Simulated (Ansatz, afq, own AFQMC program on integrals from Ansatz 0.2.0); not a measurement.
Two steps: Ansatz 0.2.0 writes the Fock matrix and Cholesky factors of the valence space, and afq projects on them the lowest state that overlaps trial and start.

```yaml
crystal:
  periodic: [false, false, false]
  atoms:
    - {symbol: Al, position_ang: [0.000000, 0.000000, 0.000000]}
    - {symbol: Al, position_ang: [0.000000, 0.000000, 3.031047]}
basis:
  gaussian: {orbitals: cc-pVDZ}
magnetization: {spin_polarized: false}
correlation: {method: ccsd_t, electrons: outside_noble_gas, hamiltonian_folder: ham}
```

```sh
$ ansatz run in.yaml --threads 1 --pin off --events-out ev --progress --plain --max-ram 1843MiB
```

afq runs on the folder ham with

```
--method phaseless --trial hf --walkers 380 --populations 1 --least-time 40 --time-step 0.005 --steps-per-block 20 --equilibration-blocks 112 --max-blocks 600 --target-error 0.00087 --factor-cut 1e-05 --seed 429 --taylor-order 6
```

Times are imaginary, in 1/Eh. The walk had a cap of 523 s.

```
orbitals 26  electrons 3 3  factors 170 of 364
reference energy -483.75180979 Eh
CCSD correlation -0.11899243 Eh in 14 cycles, weight of the determinant in the CISD state 0.8317
energy of the start -483.751810 Eh
 block  time / (1/Eh)  mean weight  energy / Eh
     1     0.100  1.0001  -483.760946
     2     0.200  1.0003  -483.769502
     3     0.300  1.0003  -483.777226
     4     0.400  1.0003  -483.783917
     5     0.500  0.9997  -483.790268
     7     0.700  1.0003  -483.801007
     9     0.900  1.0001  -483.810423
    18     1.800  0.9996  -483.839532
    52     5.200  1.0000  -483.863719
    86     8.600  1.0002  -483.866172
   120    12.000  0.9995  -483.859024
   154    15.400  1.0000  -483.866171
   188    18.800  1.0003  -483.883275
   222    22.200  0.9999  -483.895018
   256    25.600  1.0001  -483.873616
   290    29.000  1.0004  -483.892091
   324    32.400  1.0005  -483.878772
   358    35.800  0.9998  -483.868614
   392    39.200  1.0003  -483.867495
   426    42.600  1.0009  -483.872918
   460    46.000  0.9999  -483.865860
   494    49.400  1.0000  -483.872972
   528    52.800  1.0005  -483.867513
   562    56.200  1.0003  -483.867609
   596    59.600  0.9998  -483.883925
   630    63.000  1.0001  -483.866365
   664    66.400  0.9993  -483.869730
   698    69.800  1.0005  -483.881517
blocks merged  error / Eh  count
     1  0.000392  600
     2  0.000508  300
     4  0.000646  150
     8  0.000818  75
    16  0.000994  37
    32  0.001122  18
    64  0.001313  9
energy -483.874195 +/- 0.001122 Eh
(rows thinned)
```

(1) Estimate how long the walk took on 1 thread of Arm Neoverse V2 (shared host).

The run passed its tests (sampling time, drift between the halves within three errors, error under three times the target), which doesn't prove that it has relaxed.

Against this walk (error 30.5 meV) on the same determinant: CCSD(T) 6.7 meV lower (within the noise), CCSDT(Q) 55.3 meV lower (within the noise), CCSDTQ 61.4 meV lower, full CI 62.5 meV lower, a separate phaseless walk with a CISD trial and standard settings 18.2 ± 31.2 meV lower (within the noise). The error is statistical and leaves out the bias of the constraint.

Cautions: constraint bias not in the error; error above the target (30.5 against 23.7 meV); higher spins were not checked; restricted determinant unstable towards unrestricted (UHF 590 meV lower, ⟨S²⟩ 1.13); CCSDTQ on the UHF determinant differs (230 meV lower), perhaps since the unrestricted series falls towards higher spin.

Results:

(1) 2.7 min of wall time.

CCSDT and higher add their correlation energy to the determinant of the CCSD(T) run, since their own runs factorise the integrals more tightly (a shift of under 2 meV). A walk keeps the symmetry of its determinant, which the program's search chose and which needn't be the lowest solution, so a lower state of the same spin and another symmetry isn't excluded.
